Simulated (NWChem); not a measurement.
# N2H4 (hydrazine): levels of theory compared

Wanted: a comparison of 6 runs (B3LYP/cc-pVTZ, M06-L/cc-pVTZ, PBE0/cc-pVTZ, TPSS/cc-pVTZ, r2SCAN/cc-pVTZ, revPBE/cc-pVTZ) of N2H4 (hydrazine). 

The results are computed with NWChem 7.3.0.

## Step 1: The molecule

N2H4 has 6 atoms, charge 0, and is taken as a singlet. As SMILES, `NN`. The N1–H4 distance was set to 1.314 Å, away from the relaxed value.

Bond lengths: N1–N2 1.415 Å, N1–H3 1.014 Å, N2–H5 1.014 Å, N2–H6 1.011 Å. Angles: N1–N2–H5 112.7°, N1–N2–H6 108.2°, N2–N1–H3 112.7°, H5–N2–H6 108.3°. A long bond or contact: N1–H4 1.314 Å.

## Step 2: A single-point energy at B3LYP/cc-pVTZ (run 1)

Contents of h4n2.xyz:

```xyz
6
H4N2
N     -0.307240    -0.506550     0.351480
N      0.275160     0.778950     0.245480
H     -1.248340    -0.542450    -0.024920
H      0.438700    -1.352200    -0.322700
H     -0.068240     1.299850    -0.554120
H      0.049360     1.298050     1.082680
```

Contents of h4n2.nw:

```
start h4n2
title "H4N2"
memory stack 880 mb heap 220 mb global 1100 mb

geometry noautosym nocenter noautoz
  load h4n2.xyz
end

basis spherical bse
  * library cc-pVTZ
end

dft
  xc b3lyp
  grid fine
  convergence energy 1e-08
  iterations 100
  mulliken
end

task dft energy
```

Launch:

```
$ nwchem h4n2.nw > h4n2.out
```

The log of the run:

```text
[...]
          Wavefunction type:  closed shell.
          No. of atoms     :     6
          No. of electrons :    18
[...]
          Charge           :     0
          Spin multiplicity:     1
[...]
          AO basis - number of functions:   116
[...]
              XC Information
              --------------
                         B3LYP Method XC Potential
                     Hartree-Fock (Exact) Exchange  0.200
                        Slater Exchange Functional  0.800 local
                    Becke 1988 Exchange Functional  0.720 non-local
              Lee-Yang-Parr Correlation Functional  0.810
                  VWN I RPA Correlation Functional  0.190 local
[...]
 d= 0,ls=0.0,diis     1   -111.8421730895 -1.53D+02  4.54D-03  4.01D-01     2.2
[...]
 d= 0,ls=0.0,diis     8   -111.8755970064 -7.51D-09  8.11D-07  2.63D-08    15.3
         Total DFT energy =     -111.875597006394
      One electron energy =     -231.854596755260
           Coulomb energy =       94.494278138217
    Exchange-Corr. energy =      -15.231377045492
 Nuclear repulsion energy =       40.716098656141
[...]
      Total Density - Mulliken Population Analysis
     ---------------------------------------------
    Atom       Charge   Shell Charges
 -----------   ------   -------------------------------------------------------
    1 N    7     7.31   1.95  0.23  0.90  0.48  1.00  1.70  1.01  0.01  0.04  0.00
    2 N    7     7.27   1.95  0.22  0.88  0.43  1.05  1.73  0.96  0.01  0.04  0.00
    3 H    1     0.85   0.28  0.43  0.08  0.02  0.05  0.01
    4 H    1     0.85   0.20  0.43  0.18  0.00  0.03  0.00
    5 H    1     0.86   0.28  0.43  0.09  0.02  0.05  0.01
    6 H    1     0.84   0.28  0.42  0.08  0.02  0.04  0.01
[...]
```

Run time: 16 s. Hardware: 1 thread of Intel Xeon Platinum 8488C (Sapphire Rapids), shared host; peak memory 0.11 GiB.

## Step 3: The energy at M06-L/cc-pVTZ (run 2)

Contents of run.py:

```python
from ase import Atoms
from ase.calculators.nwchem import NWChem

molecule = Atoms(['N', 'N', 'H', 'H', 'H', 'H'], positions=[
    [-0.307240, -0.506550, 0.351480],
    [0.275160, 0.778950, 0.245480],
    [-1.248340, -0.542450, -0.024920],
    [0.438700, -1.352200, -0.322700],
    [-0.068240, 1.299850, -0.554120],
    [0.049360, 1.298050, 1.082680],
])

calc = NWChem(
    label='sp',
    theory='dft',
    memory='2200 mb',
    basis='cc-pVTZ',
    basispar='spherical bse',
    dft={'xc': 'm06-l', 'mult': '1', 'grid': 'fine', 'convergence': 'energy 1e-08', 'iterations': '100', 'mulliken': None},
    task='energy',
)
molecule.calc = calc

e = molecule.get_potential_energy()
print(f"E = {e:.6f} eV")
print("dipole (e A):", molecule.get_dipole_moment().round(4))
```

Launch:

```
$ export ASE_NWCHEM_COMMAND="nwchem PREFIX.nwi > PREFIX.nwo"
$ python run.py
```

The log of the run:

```text
E = -3043.508224 eV
dipole (e A): [-0.2691  0.1392 -0.2358]
```

The calculator wrote sp.nwi:

```
title "sp"

permanent_dir sp

scratch_dir sp

start sp

geometry units angstrom nocenter noautosym noautoz
  N  -3.0724000000000001e-01 -5.0654999999999994e-01 3.5148000000000001e-01
  N  2.7516000000000002e-01 7.7895000000000003e-01 2.4548000000000000e-01
  H  -1.2483400000000000e+00 -5.4244999999999999e-01 -2.4920000000000001e-02
  H  4.3869999999999998e-01 -1.3522000000000001e+00 -3.2269999999999999e-01
  H  -6.8239999999999995e-02 1.2998499999999999e+00 -5.5411999999999995e-01
  H  4.9360000000000001e-02 1.2980499999999999e+00 1.0826800000000001e+00
end

memory 2200 mb

basis spherical bse noprint
   * library cc-pVTZ
end

dft
  xc m06-l
  mult 1
  grid fine
  convergence energy 1e-08
  iterations 100
  mulliken
end

task dft energy
```

sp.nwo (excerpt; [...] marks lines left out):

```text
[...]
      One electron energy =     -231.833218935456
[... 1 line left out ...]
    Exchange-Corr. energy =      -15.218548597233
[... 6 lines left out ...]
                       DFT Final Molecular Orbital Analysis
[... 832 lines left out ...]
    Atom       Charge   Shell Charges
[...]
```

Run time: 23 s. Hardware: 1 thread of Intel Xeon Platinum 8488C (Sapphire Rapids), shared host; peak memory 0.11 GiB.

## Step 4: The energy at PBE0/cc-pVTZ (run 3)

Contents of run.py:

```python
from ase import Atoms
from ase.calculators.nwchem import NWChem

system = Atoms('NNHHHH', positions=[
    [-0.307240, -0.506550, 0.351480],
    [0.275160, 0.778950, 0.245480],
    [-1.248340, -0.542450, -0.024920],
    [0.438700, -1.352200, -0.322700],
    [-0.068240, 1.299850, -0.554120],
    [0.049360, 1.298050, 1.082680],
])

calc = NWChem(
    label='work',
    theory='dft',
    memory='2200 mb',
    basis='cc-pVTZ',
    basispar='spherical bse',
    dft={'xc': 'pbe0', 'mult': '1', 'grid': 'fine', 'convergence': 'energy 1e-08', 'iterations': '100', 'mulliken': None},
    task='energy',
)
system.calc = calc

print(f"energy = {system.get_potential_energy():.6f} eV")
print("dipole (e A):", system.get_dipole_moment().round(4))
```

Launch:

```
$ export ASE_NWCHEM_COMMAND="nwchem PREFIX.nwi > PREFIX.nwo"
$ python run.py
```

The log of the run:

```text
energy = -3040.614537 eV
dipole (e A): [-0.2774  0.1399 -0.2459]
```

The calculator wrote work.nwi:

```
title "work"

permanent_dir work

scratch_dir work

start work

geometry units angstrom nocenter noautosym noautoz
  N  -3.0724000000000001e-01 -5.0654999999999994e-01 3.5148000000000001e-01
  N  2.7516000000000002e-01 7.7895000000000003e-01 2.4548000000000000e-01
  H  -1.2483400000000000e+00 -5.4244999999999999e-01 -2.4920000000000001e-02
  H  4.3869999999999998e-01 -1.3522000000000001e+00 -3.2269999999999999e-01
  H  -6.8239999999999995e-02 1.2998499999999999e+00 -5.5411999999999995e-01
  H  4.9360000000000001e-02 1.2980499999999999e+00 1.0826800000000001e+00
end

memory 2200 mb

basis spherical bse noprint
   * library cc-pVTZ
end

dft
  xc pbe0
  mult 1
  grid fine
  convergence energy 1e-08
  iterations 100
  mulliken
end

task dft energy
```

work.nwo (excerpt; [...] marks lines left out):

```text
[...]
      One electron energy =     -231.821875292153
[... 1 line left out ...]
    Exchange-Corr. energy =      -15.090249939711
[... 6 lines left out ...]
                       DFT Final Molecular Orbital Analysis
[... 832 lines left out ...]
    Atom       Charge   Shell Charges
[...]
```

It took 17 s on 1 thread of Intel Xeon Platinum 8488C (Sapphire Rapids), shared host; peak memory 0.11 GiB.

Runs 4 to 5 aren't shown in full; the table further down has their settings and results.

## Step 5: A single-point energy at revPBE/cc-pVTZ (run 6)

Contents of run.py:

```python
from ase import Atoms
from ase.calculators.nwchem import NWChem

molecule = Atoms(['N', 'N', 'H', 'H', 'H', 'H'], positions=[
    [-0.307240, -0.506550, 0.351480],
    [0.275160, 0.778950, 0.245480],
    [-1.248340, -0.542450, -0.024920],
    [0.438700, -1.352200, -0.322700],
    [-0.068240, 1.299850, -0.554120],
    [0.049360, 1.298050, 1.082680],
])

calc = NWChem(
    label='struct',
    theory='dft',
    memory='2200 mb',
    basis='cc-pVTZ',
    basispar='spherical bse',
    dft={'xc': 'revpbe cpbe96', 'mult': '1', 'grid': 'fine', 'convergence': 'energy 1e-08', 'iterations': '100', 'mulliken': None},
    task='energy',
)
molecule.calc = calc

e = molecule.get_potential_energy()
print(f"E = {e:.6f} eV")
print("dipole (e A):", molecule.get_dipole_moment().round(4))
```

Launch:

```
$ export ASE_NWCHEM_COMMAND="nwchem PREFIX.nwi > PREFIX.nwo"
$ python run.py
```

The log of the run:

```text
E = -3043.391522 eV
dipole (e A): [-0.2718  0.1493 -0.2288]
```

The calculator wrote struct.nwi:

```
title "struct"

permanent_dir struct

scratch_dir struct

start struct

geometry units angstrom nocenter noautosym noautoz
  N  -3.0724000000000001e-01 -5.0654999999999994e-01 3.5148000000000001e-01
  N  2.7516000000000002e-01 7.7895000000000003e-01 2.4548000000000000e-01
  H  -1.2483400000000000e+00 -5.4244999999999999e-01 -2.4920000000000001e-02
  H  4.3869999999999998e-01 -1.3522000000000001e+00 -3.2269999999999999e-01
  H  -6.8239999999999995e-02 1.2998499999999999e+00 -5.5411999999999995e-01
  H  4.9360000000000001e-02 1.2980499999999999e+00 1.0826800000000001e+00
end

memory 2200 mb

basis spherical bse noprint
   * library cc-pVTZ
end

dft
  xc revpbe cpbe96
  mult 1
  grid fine
  convergence energy 1e-08
  iterations 100
  mulliken
end

task dft energy
```

struct.nwo (excerpt; [...] marks lines left out):

```text
[...]
      One electron energy =     -231.800043535312
[... 1 line left out ...]
    Exchange-Corr. energy =      -15.196017609224
[... 6 lines left out ...]
                       DFT Final Molecular Orbital Analysis
[... 832 lines left out ...]
    Atom       Charge   Shell Charges
[...]
```

Wall time 20 s (1 thread of Intel Xeon Platinum 8488C (Sapphire Rapids), shared host); peak memory 0.11 GiB.

## Step 6: Overview of the runs

| run | level | energy (Eh) | dipole moment (D) | HOMO energy (eV) | LUMO energy (eV) | wall time |
| --- | --- | --- | --- | --- | --- | --- |
| 1 | B3LYP/cc-pVTZ | -111.875597 | 1.90 | -6.72 | 0.12 | 16 s |
| 2 | M06-L/cc-pVTZ | -111.846865 | 1.84 | -5.70 | 0.07 | 23 s |
| 3 | PBE0/cc-pVTZ | -111.740524 | 1.90 | -6.95 | 0.51 | 17 s |
| 4 | TPSS/cc-pVTZ | -111.885856 | 1.88 | -5.55 | -0.26 | 22 s |
| 5 | r2SCAN/cc-pVTZ | -111.805203 | 1.90 | -5.74 | 0.00 | 18 s |
| 6 | revPBE/cc-pVTZ | -111.842576 | 1.85 | -5.38 | -0.43 | 20 s |

## Step 7: Outcome

```
            quantity          value
 run 6: total energy  -111.84258 Eh
run 6: dipole moment         1.85 D
  run 6: HOMO energy       -5.38 eV
  run 6: LUMO energy       -0.43 eV
run 6: HOMO–LUMO gap        4.95 eV
```

The dipole moment (its size) runs from 1.84 D (M06-L/cc-pVTZ) to 1.90 D (B3LYP/cc-pVTZ). The HOMO–LUMO gap runs from 4.95 eV (revPBE/cc-pVTZ) to 7.46 eV (PBE0/cc-pVTZ). Totals of different functionals can't be ranked against each other. All runs together took 1.9 min, the longest 23 s.
